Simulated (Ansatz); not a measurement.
A run of Ansatz (development build ahead of 0.2.0) on singlet CH₃O(-) at this shape:

```tsv
atom	x (Å)	y (Å)	z (Å)
C	0.0000	0.0000	-0.5486
O	0.0000	0.0000	0.8439
H	0.0000	-1.1130	-1.1531
H	-0.9639	0.5565	-1.1531
H	0.9639	0.5565	-1.1531
```

Its results:

```json
{
 "Converged": "yes",
 "Total energy": "-114.41813 hartree",
 "Spin squared of the determinant": "0.000"
}
```

(1) Which input gives this output? Name the method, the orbitals and the basis set, and write the input.

## Answers

(1) RHF in def2-TZVP. An unrestricted run that stays on the closed shell gives the same numbers.

```yaml
crystal:
  periodic: [false, false, false]
  atoms:
    - { symbol: C, position_ang: [0.0, 0.0, -0.54864] }
    - { symbol: O, position_ang: [0.0, 0.0, 0.8439] }
    - { symbol: H, position_ang: [0.0, -1.11298, -1.15312] }
    - { symbol: H, position_ang: [-0.96387, 0.55649, -1.15312] }
    - { symbol: H, position_ang: [0.96387, 0.55649, -1.15312] }
basis:
  gaussian: { orbitals: def2-TZVP }
total_charge: -1
hamiltonian:
  xc: hf
```

Caution: no diffuse functions for an anion.
